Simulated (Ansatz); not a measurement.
Geometry optimisation, UKS LDA/6-31G* (Ansatz 0.2.0).

input.yaml

```yaml
crystal:
  periodic: [false, false, false]
  atoms:
    - { symbol: O, position_ang: [1.3123, 0.3696, -0.4754] }
    - { symbol: B, position_ang: [-0.0161, -0.0597, 0.0405] }
    - { symbol: F, position_ang: [-1.2799, 0.5352, -0.4334] }
    - { symbol: H, position_ang: [0.0392, -0.9053, 0.8479] }
magnetization:
  spin_polarized: true
  initial_magnetization: 1
basis:
  gaussian: { orbitals: "6-31G*" }
hamiltonian:
  xc: lda
relax:
  f_tol: 0.02
  max_steps: 40
```

Launched with:

```bash
$ ansatz run input.yaml --threads 1 --pin off --max-ram 2048MiB --backend cpu --events-out ev --progress --plain --runs-dir out
```

Question: Where does it end, and by what steps?

Answer: The run converged. After 6 steps the energy has fallen by 1.100 eV; O1 moved furthest, 0.17 Å.

| step | energy less start (eV) | largest force component (eV/Å) | accepted |
| --- | --- | --- | --- |
| 0 | 0.0000 | 4.660 | yes |
| 1 | -0.8095 | 2.453 | yes |
| 2 | -0.9540 | 2.138 | yes |
| 3 | -1.0387 | 1.522 | yes |
| 4 | -1.0968 | 0.704 | yes |
| 5 | -1.1003 | 0.128 | yes |
| 6 | -1.1004 | 0.014 | yes |

```xyz
4
Properties=species:S:1:pos:R:3
O 1.203 0.286 -0.379
B -0.022 0.039 -0.054
F -1.210 0.493 -0.389
H 0.085 -0.878 0.801
```

Whether the end is a true minimum wasn't checked by a vibrational analysis.

Time of the run: 4.8 s on 1 thread of Intel(R) Xeon(R) Platinum 8488C (Sapphire Rapids) (shared host), peak memory 0.13 GiB.
